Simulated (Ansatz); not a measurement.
Coupled-cluster run, `FCC(F)CF`.

```yaml
crystal:
  periodic: [false, false, false]
  atoms:
    - {symbol: F, position_ang: [-0.589322, 1.408867, 1.227898]}
    - {symbol: C, position_ang: [0.589571, 0.912117, 0.711799]}
    - {symbol: C, position_ang: [0.382487, -0.449056, 0.102497]}
    - {symbol: F, position_ang: [0.217100, -1.387839, 1.102997]}
    - {symbol: C, position_ang: [-0.804446, -0.497448, -0.823546]}
    - {symbol: F, position_ang: [-0.789378, -1.669946, -1.544895]}
    - {symbol: H, position_ang: [1.318833, 0.845990, 1.523080]}
    - {symbol: H, position_ang: [0.951403, 1.611048, -0.049042]}
    - {symbol: H, position_ang: [1.288577, -0.720218, -0.453728]}
    - {symbol: H, position_ang: [-0.766773, 0.341030, -1.526253]}
    - {symbol: H, position_ang: [-1.732652, -0.451546, -0.250306]}
basis:
  gaussian: {orbitals: def2-TZVPP}
correlation: {method: ccsd_t}
output: {orbitals: {seedname: orbitals}}
```

```sh
$ ansatz run in.yaml --threads 4 --pin off --events-out ev --progress --plain --max-ram 10444MiB
```

The program prints (abridged):

```
Functional definition: HF
1590 factors; integrals over basis functions are off by at most 9.7e-4 eV
mean field evaluation 1: about -11289.3372 eV, gradient 3.7e1 eV
mean field evaluation 2: about -11289.5823 eV, gradient 3.7e1 eV
mean field evaluation 4: about -11292.5377 eV, gradient 4.6e0 eV
mean field evaluation 8: about -11292.5946 eV, gradient 1.7e-1 eV
mean field -11292.59470332 eV, -414.9952009514 hartree, gradient 2.1e-6 eV, S^2 0.000000; 0 other end points of the search recorded, 0 dependent functions left out
6 core orbitals not correlated: weight in the atoms' cores, before any rotation towards them, 1.000 or more for the frozen orbitals, at most 0.000 for the correlated occupied ones
reference -11292.59470332 eV, -414.9952009514 hartree; 19, 19 occupied and 231, 231 virtual orbitals, 1590 factors
second order -33.99228514 eV of doubles, -0.00000000 eV of singles
cycle   1  -33.98250671 eV  change    9.8e-3 eV  update   1.1e-1
cycle   2  -34.67143194 eV  change   -6.9e-1 eV  update   3.2e-2
cycle   3  -34.83489365 eV  change   -1.6e-1 eV  update   1.5e-2
cycle   4  -34.81939444 eV  change    1.5e-2 eV  update   2.7e-3
cycle   5  -34.81798188 eV  change    1.4e-3 eV  update   1.0e-3
cycle   6  -34.81908488 eV  change   -1.1e-3 eV  update   2.9e-4
cycle   7  -34.81906396 eV  change    2.1e-5 eV  update   1.1e-4
cycle   8  -34.81897695 eV  change    8.7e-5 eV  update   3.3e-5
cycle   9  -34.81896994 eV  change    7.0e-6 eV  update   1.2e-5
perturbative correction -1.14293504 eV, -0.0420020882 hartree
Total energy: -11328.55660830 eV, -416.3167765836 hartree
```

It took 4 min on 4 threads of an Arm Neoverse V2 on a shared host, with 6.7 GiB of host memory at the peak.

MP2 recovers 94.5 % of the CCSD(T) correlation energy and the triples give 3.2 %; T1 = 0.0109.
